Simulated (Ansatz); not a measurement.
The input, for Ansatz 0.2.0:

```yaml
crystal:
  periodic: [false, false, false]
  atoms:
    - {symbol: As, position_ang: [0.000000, 0.000000, 0.000000]}
    - {symbol: As, position_ang: [0.000000, 0.000000, 2.089000]}
basis:
  gaussian: {orbitals: cc-pVTZ-DK}
magnetization: {spin_polarized: false}
hamiltonian: {xc: hf}
output: {orbitals: {seedname: orbitals}}
```

```sh
$ ansatz run in.yaml --threads 1 --pin off --events-out ev --progress --plain --max-ram 2393MiB
```

Output:

```
578 factors; integrals over basis functions are off by at most 1.0e-3 eV
mean field evaluation 1: about -122942.8736 eV, gradient 5.7e0 eV
mean field evaluation 2: about -122942.9024 eV, gradient 5.8e0 eV
mean field evaluation 4: about -122943.0819 eV, gradient 3.4e-1 eV
mean field evaluation 8: about -122943.0829 eV, gradient 3.6e-4 eV
mean field -122943.08290688 eV, -4518.0749630133 hartree, gradient 1.1e-5 eV, S^2 0.000000; 0 other end points of the search recorded, 0 dependent functions left out
reference -122943.08290688 eV, -4518.0749630133 hartree; 33, 33 occupied and 53, 53 virtual orbitals, 578 factors
Total energy: -122943.08290688 eV, -4518.0749630133 hartree
Relativity: scalar
```

Ran on 1 thread of Intel Xeon, shared host: 3 s wall, 0.21 GiB peak host memory.
